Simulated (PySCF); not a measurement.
Oxygen: a sound run and one with changed settings

Sound run: O [He] 2s2 2p4, O⁺ [He] 2s2 2p3. All numbers are calculated (PySCF 2.14, scalar relativity by spin-free X2C-1e, in cc-pVTZ-DK (4s3p2d1f, 30 functions)). In the sound run the correlated levels freeze 1s2. The sound run starts from symmetry-adapted Hartree-Fock orbitals and uses a fine grid where one is needed.

Changed run: all electrons correlated in a basis built for the valence shell.

```tsv
species	method	sound run (hartree)	changed run (hartree)	converged
O	MP2	-75.00710	-75.01818	yes
O	CCSD(T)	-75.02616	-75.03714	yes
O⁺	MP2	-74.52055	-74.53120	yes
O⁺	CCSD(T)	-74.53720	-74.54777	yes
```

Ionisation energy of O:

```tsv
method	sound run (eV)	changed run (eV)
UHF	12.001	12.001
MP2	13.240	13.251
SCS-MP2	13.338	13.343
CCSD	13.269	13.280
CCSD(T)	13.305	13.316
```

A valence basis has no tight correlating functions, so it recovers only part of the core correlation, and not evenly between atom and ion.

For comparison, NIST gives 13.618 eV between the lowest levels.
